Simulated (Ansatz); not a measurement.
Rock-salt AgCl, treated with PBE (Ansatz, a quantum-chemistry and plane-wave program, PAW).

Total energies, extrapolated to zero smearing (they compare only within this program, potentials and cutoff; free atoms with spin allowed, lowest state found):

```
system                   energy (eV/atom)
-----------------------  ----------------
rock-salt AgCl, relaxed        -4335.4505
free Ag atom                   -7588.0289
free Cl atom                   -1078.0161
```

Q: Work out the cohesive energy per atom.

A: E_coh = [1 × (-7588.0289) + 1 × (-1078.0161)]/2 − (-4335.4505) = 2.43 eV/atom. The reference value is 2.78 ± 0.03 eV/atom (worked out here from tabulated enthalpies at 298 K, copied from a table, unchecked, brought to a static lattice with a Debye model, atoms in their spin–orbit ground levels; inputs from the CRC Handbook), a difference of -0.35 eV/atom.

The PAW data were made under PBE.
